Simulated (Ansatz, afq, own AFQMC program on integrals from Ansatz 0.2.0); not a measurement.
**CH2B⁺, triplet: AFQMC among the cluster methods**

```yaml
atoms:
  - { symbol: B, position_ang: [0.0000, 0.0000, 0.8265] }
  - { symbol: C, position_ang: [0.0000, 0.0000, -0.5553] }
  - { symbol: H, position_ang: [0.0000, -0.9252, -1.1237] }
  - { symbol: H, position_ang: [0.0000, 0.9252, -1.1237] }
```

Connectivity, by distances: B–CH2.

Basis cc-pVTZ. Only valence electrons are correlated. AFQMC by an in-house program on the Cholesky factors that Ansatz 0.2.0 writes for its CCSD(T) run. ph-AFQMC/CISD is guided by a CISD state made of CCSD amplitudes; releasing the constraint for a short imaginary time cuts its bias at the price of noise, slowly where states lie close. Error bars are statistical, one sigma.

Determinant: ROHF, the one that the program's search chose, which needn't be the lowest solution. The geometry is a PBE0/def2-TZVP stationary point of this or a neighbouring charge and spin state.

No full CI on the walks' own integrals is used here; CCSDT(Q) serves as the reference and is uncertain by about the last step of the cluster series.

Cautions: lower spins were not checked; the released energies move by 1.5 errors or more from one time to the next, so no released level is given (meV from the phaseless value at times in 1/Eh: -10 ± 6 at 0.24, -10 ± 3 at 0.50, -8 ± 3 at 1.00, -15 ± 3 at 1.50), though the last usable value meets CCSDT(Q) within the noise.

The T1 diagnostic is 0.0190, the weight of the determinant in the CISD state is 0.921 and the size of the correlated space is 8 electrons in 86 orbitals.

Reference: CCSDT(Q), correlation energy -5.617 eV.

```csv
level,E − E(reference) (mEh),share of correlation (%)
HF,206.44,0.00
MP2,30.99,84.99
CCSD,7.84,96.20
CCSD(T),1.06,99.48
CCSDT,0.24,99.88
ph-AFQMC/CISD,0.39 ± 0.15,99.81
```

A walk keeps the symmetry of its determinant, which the program's search chose and which needn't be the lowest solution, so a lower state of the same spin and another symmetry isn't excluded.
